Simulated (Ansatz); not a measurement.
Geometry optimisation, RKS PBE0-D4/6-31G* (Ansatz).

Input:

```yaml
crystal:
  periodic: [false, false, false]
  atoms:
    - { symbol: Si, position_ang: [0.341178, -0.029555, -0.024672] }
    - { symbol: Cl, position_ang: [0.999788, 0.062206, 1.974419] }
    - { symbol: H, position_ang: [1.537523, 0.103933, -0.890666] }
    - { symbol: H, position_ang: [-0.595867, 1.095104, -0.260213] }
    - { symbol: H, position_ang: [-0.323451, -1.331834, -0.242726] }
    - { symbol: Si, position_ang: [-2.854713, 0.022259, 1.227169] }
    - { symbol: H, position_ang: [-2.861353, -0.86525, 0.033865] }
    - { symbol: H, position_ang: [-3.946551, -0.398404, 2.141878] }
    - { symbol: H, position_ang: [-3.092514, 1.427777, 0.801343] }
    - { symbol: H, position_ang: [-1.570441, -0.086236, 1.933903] }
basis:
  gaussian: { orbitals: "6-31G*" }
hamiltonian:
  xc: pbe0
  dispersion: d4
relax:
  f_tol: 0.03
  max_steps: 50
```

Command:

```bash
$ ansatz run input.yaml --threads 1 --pin off --max-ram 2048MiB --backend cpu --events-out ev --progress --plain --runs-dir out
```

Where does it end, and by what steps?

It converged. After 5 steps the energy has fallen by 0.156 eV; Cl2 moved furthest, 0.41 Å.

```tsv
step	energy less start (eV)	largest force component (eV/Å)	accepted
0	0.0000	0.650	yes
1	-0.1184	0.217	yes
2	-0.1525	0.068	yes
3	-0.1517	0.191	no
4	-0.1557	0.033	yes
5	-0.1561	0.026	yes
```

```xyz
10
Properties=species:S:1:pos:R:3
Si 0.663 -0.029 -0.104
Cl 1.385 0.075 1.827
H 1.808 0.111 -1.038
H -0.307 1.074 -0.312
H -0.004 -1.340 -0.297
Si -3.185 0.022 1.326
H -3.157 -0.855 0.123
H -4.306 -0.384 2.214
H -3.367 1.436 0.899
H -1.896 -0.111 2.057
```

Whether the end is a true minimum wasn't checked by a vibrational analysis.

The run took 12 s on 1 thread of Intel(R) Xeon(R) 6975P-C (Granite Rapids), with other jobs on the host, peak memory 0.16 GiB.
